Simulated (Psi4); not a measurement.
# A workflow on HOF (hypofluorous acid)

Wanted: a geometry optimisation (MP2/6-31G), then vibrational wavenumbers, then the energy (FNO-CCSD(T)/cc-pVTZ) of HOF (hypofluorous acid). 

The results are computed with Psi4 1.11.

### Step 1. The structure to begin with

HOF has 3 atoms, charge 0, and is taken as a singlet. As SMILES, `OF`. The coordinates come from a GFN2-xTB relaxation. The run starts from this shape.

Bond lengths: O1–F2 1.386 Å, O1–H3 0.971 Å. Angles: F2–O1–H3 102.3°.

### Step 2. A structure relaxation at MP2/6-31G (density fitting, density fitting for correlation) (run 1)

calc.inp

```
memory 1.6 GB

molecule mol {
  0 1
  O      0.414430    -0.197140     0.208800
  F     -0.212000     1.020440    -0.004820
  H     -0.202430    -0.823300    -0.203980
}

set geom_maxiter 60
set freeze_core true

optimize("mp2/6-31G")
print_variables()
```

Launch:

```
$ psi4 -n 1 calc.inp calc.out
```

calc.out:

```text
[...]
  Running in cs symmetry.
[...]
  Nuclear repulsion =   34.420598141556617
[...]
  Multiplicity = 1
[...]
  Nalpha       = 9
  Nbeta        = 9
[...]
    Number of basis functions: 20
[...]
   @DF-RHF iter   1:  -174.65617834125496   -5.87397e-01   1.19761e-02 ADIIS/DIIS
[...]
   @DF-RHF iter  11:  -174.67959902730800   -2.84217e-14   5.63002e-11 DIIS
[...]
  @DF-RHF Final Energy:  -174.67959902730800
   => Energetics <=
    Nuclear Repulsion Energy =             31.6868646470877735
    One-Electron Energy =                -306.1757919200393872
    Two-Electron Energy =                  99.8093282456436128
    Total Energy =                       -174.6795990273080292
[...]
 Multipole Moments:
 ------------------------------------------------------------------------------------
     Multipole            Electronic (a.u.)      Nuclear  (a.u.)        Total (a.u.)
 ------------------------------------------------------------------------------------
 L = 1.  Multiply by 2.5417464519 to convert [e a0] to [Debye]
 Dipole X            :         -0.4777260           -0.0595224           -0.5372483
 Dipole Y            :          0.8788186           -1.8053642           -0.9265456
 Dipole Z            :          0.0000000            0.0000000            0.0000000
 Magnitude           :                                                    1.0710381
[...]
  -Total Gradient:
     Atom            X                  Y                   Z
    ------   -----------------  -----------------  -----------------
       1       -0.000055696079     0.000125010136     0.000000000000
       2        0.000065071564    -0.000119617552     0.000000000000
       3       -0.000009375485    -0.000005392585     0.000000000000
[...]
```

On the terminal:

```text
Optimizer: Optimization complete!
```

It took 2.9 s on 1 thread of Intel Xeon 6975P-C (Granite Rapids), shared host; peak memory 0.2 GiB.

Steps, from the record of the run:

```csv
step,energy from the first frame kept (eV),largest force (eV/Å)
0,0.0000,4.8303
1,-0.2841,1.3406
2,-0.3148,0.3354
3,-0.3172,0.0826
4,-0.3173,0.0236
5,-0.3174,0.0070
```

After the run. Bond lengths: O1–H3 0.992 Å. A long bond or contact: O1–F2 1.528 Å.

### Step 3. Vibrational wavenumbers at MP2/6-31G (density fitting, density fitting for correlation) (run 2)

run.py

```python
import psi4

psi4.set_memory('1600 MB')
psi4.set_num_threads(1)
psi4.core.set_output_file('run.log', False)

mol = psi4.geometry("""
0 1
O      0.458538    -0.258888     0.226501
F     -0.248337     1.073107    -0.019203
H     -0.217463    -0.836127    -0.213770
""")

options = {'basis': '6-31G', 'reference': 'rhf', 't': 298.15, 'freeze_core': True, 'rotational_symmetry_number': 1}
psi4.set_options(options)

e_tot, wfn = psi4.frequency('mp2', return_wfn=True)
print(f'mp2 energy: {e_tot:.10f} Eh')
print('wavenumbers / cm^-1:', wfn.frequencies().np.round(1))
```

Launch:

```
$ python run.py
```

run.log:

```text
[...]
  Running in cs symmetry.
[...]
  Nuclear repulsion =   31.686868957808368
[...]
  Multiplicity = 1
[...]
  Nalpha       = 9
  Nbeta        = 9
[...]
    Number of basis functions: 20
[...]
   @DF-RHF iter   1:  -174.65543579273233   -8.37762e-01   1.15701e-02 DIIS/ADIIS
[...]
  Running in c1 symmetry.
[...]
   @DF-RHF iter  15:  -174.67959885464302    3.41061e-13   8.17891e-11 DIIS
[...]
  @DF-RHF Final Energy:  -174.67959885464302
   => Energetics <=
    Nuclear Repulsion Energy =             31.6868520910789115
    One-Electron Energy =                -306.1757720460683458
    Two-Electron Energy =                  99.8093211003464376
    Total Energy =                       -174.6795988546430181
[...]
  -Total Gradient:
     Atom            X                  Y                   Z
    ------   -----------------  -----------------  -----------------
       1       -0.000053133042     0.000127099018    -0.000000050610
       2        0.000065163264    -0.000119899030     0.000000014173
       3       -0.000012030222    -0.000007199990     0.000000036437
[...]
  ==> Harmonic Vibrational Analysis <==
[...]
  Freq [cm^-1]                 869.9195           1281.1982           3518.2463
[...]
  IR activ [km/mol]            15.0087             49.7713             71.6669
[...]
  Total E_0, Enthalpy at 0 [K]                                                         -174.93293939 [Eh]
[...]
  Total H, Enthalpy at  298.15 [K]                                                     -174.92909010 [Eh]
[...]
  Total G, Gibbs energy at  298.15 [K]                                                 -174.95497124 [Eh]
[...]
```

On the terminal:

```text
mp2 energy: -174.9458551503 Eh
wavenumbers / cm^-1: [ 869.9 1281.2 3518.2]
```

Wall time 5.4 s (1 thread of Intel Xeon 6975P-C (Granite Rapids), shared host); peak memory 0.2 GiB.

### Step 4. A single-point energy at FNO-CCSD(T)/cc-pVTZ (run 3)

job.in

```
memory 1600 mb

molecule system {
  0 1
  O
  F 1 1.527826
  H 1 0.991978 2 96.92967
}

set globals {
  basis       cc-pVTZ
  scf_type    pk
  freeze_core true
}

e, wfn = energy("fno-ccsd(t)", return_wfn=True)
print_variables()
```

Launch:

```
$ psi4 -i job.in -o job.out -n 1
```

job.out:

```text
[...]
  Running in cs symmetry.
[...]
  Nuclear repulsion =   31.686876354548733
[...]
  Multiplicity = 1
[...]
  Nalpha       = 9
  Nbeta        = 9
[...]
    Number of basis functions: 74
[...]
   @RHF iter   1:  -174.76403275980186   -8.84198e-01   4.60733e-03 DIIS/ADIIS
[...]
   @RHF iter  13:  -174.78983673148582   -8.81073e-13   3.22283e-09 DIIS
[...]
  @RHF Final Energy:  -174.78983673148582
   => Energetics <=
    Nuclear Repulsion Energy =             31.6868763545487333
    One-Electron Energy =                -306.4412611973613707
    Two-Electron Energy =                  99.9645481113267920
    Total Energy =                       -174.7898367314858206
[...]
 Multipole Moments:
 ------------------------------------------------------------------------------------
     Multipole            Electronic (a.u.)      Nuclear  (a.u.)        Total (a.u.)
 ------------------------------------------------------------------------------------
 L = 1.  Multiply by 2.5417464519 to convert [e a0] to [Debye]
 Dipole X            :          0.1710913           -0.9231856           -0.7520943
 Dipole Y            :         -0.9912408            1.5526134            0.5613726
 Dipole Z            :          0.0000000            0.0000000            0.0000000
 Magnitude           :                                                    0.9385015
[...]
      * MP2 total energy:                   -175.304775891928
[...]
      * MP2 total energy:                   -175.304775891928
[...]
      * MP3 total energy:                   -175.303236166466
[...]
      * CCSD total energy:                  -175.310167317365
[...]
      * CCSD(T) total energy                -175.330320991396
[...]
```

Run time: 5.7 s. Hardware: 1 thread of Intel Xeon 6975P-C (Granite Rapids), shared host; peak memory 0.33 GiB.

### Step 5. Results

```
                                                                   quantity             value
                                  run 1, MP2/6-31G: total energy at the end     -174.94586 Eh
              run 1, MP2/6-31G: correlation energy (2 core orbitals frozen)        -266.3 mEh
                                       run 2, MP2/6-31G: correlation energy        -266.3 mEh
                               run 2, MP2/6-31G: lowest harmonic wavenumber          870 cm⁻¹
                              run 2, MP2/6-31G: highest harmonic wavenumber         3518 cm⁻¹
                                        run 2, MP2/6-31G: zero-point energy       33.9 kJ/mol
run 2, MP2/6-31G: ideal-gas entropy at 298.15 K (symmetry number 1 as used)  54.5 cal/(mol K)
                                   run 3, FNO-CCSD(T)/cc-pVTZ: total energy     -175.33032 Eh
            run 3, FNO-CCSD(T)/cc-pVTZ: HOMO energy (Hartree–Fock orbitals)         -15.25 eV
            run 3, FNO-CCSD(T)/cc-pVTZ: LUMO energy (Hartree–Fock orbitals)           2.74 eV
          run 3, FNO-CCSD(T)/cc-pVTZ: HOMO–LUMO gap (Hartree–Fock orbitals)          18.00 eV
    run 3, FNO-CCSD(T)/cc-pVTZ: correlation energy (2 core orbitals frozen)        -540.5 mEh
                                 run 3, FNO-CCSD(T)/cc-pVTZ: (T) correction        -20.15 mEh
                                  run 3, FNO-CCSD(T)/cc-pVTZ: T1 diagnostic             0.015
```

In words: The optimisation (run 1, MP2/6-31G) took 6 steps and changed the energy by -0.317 eV. All 3 modes (run 2, MP2/6-31G) are real, so the shape is a minimum at this level. The triples (run 3, FNO-CCSD(T)/cc-pVTZ) make up 3.7 % of the correlation energy.
